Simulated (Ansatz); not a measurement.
## Redistribution: C3H8O + C4H10O → C3H8O2 + C4H10

Species: C3H8O (1-propanol) `CCCO`, singlet; C4H10O (2-methyl-1-propanol) `CC(C)CO`, singlet; C3H8O2 (1,3-propanediol) `OCCCO`, singlet; C4H10 `CC(C)C`, singlet. The partners trade H for OH; both sit on C, so the bond types are kept.

Shapes, held fixed at every level: PBE0-D4/def2-TZVP. Flexible molecules stand in one conformer, not always the lowest. Programs: Ansatz 0.2.0. Electronic energies: no zero-point or thermal term.

| level | kind | ΔE (kJ/mol) | less CCSD(T)/CBS estimate | CPU time (sum over the molecules) |
| --- | --- | --- | --- | --- |
| PBE-D4/def2-TZVPP | GGA | +2.5 | -0.1 | 31 s |
| B3LYP-D4/def2-TZVPP | global hybrid | +1.7 | -0.9 | 50 s |
| PBE0-D4/def2-TZVPP | global hybrid | +2.5 | -0.1 | 31 s |
| wB97M-V/def2-TZVPP | range-separated hybrid | +2.3 | -0.3 | 1.9 min |
| MP2/def2-TZVPP | perturbation theory | +2.5 | -0.1 | – |
| CCSD(T)/def2-TZVPP | coupled cluster or CI | +2.4 | -0.2 | 33 min |
| CCSD(T)/CBS estimate | coupled cluster or CI | +2.6 | 0.0 | 39 min |

The highest level, CCSD(T)/CBS estimate, gives ΔE = +2.6 kJ/mol; the levels span +1.7 to +2.6. That is about zero within the method's error. The column of differences is taken from that level and isn't an error. No measured value is set beside it here. The CBS estimate extrapolates MP2 from def2-TZVPP and def2-QZVPP and adds CCSD(T) − MP2 in the triple-zeta set, cores frozen. Times are processor times on shared x86 and Arm servers, and rough.
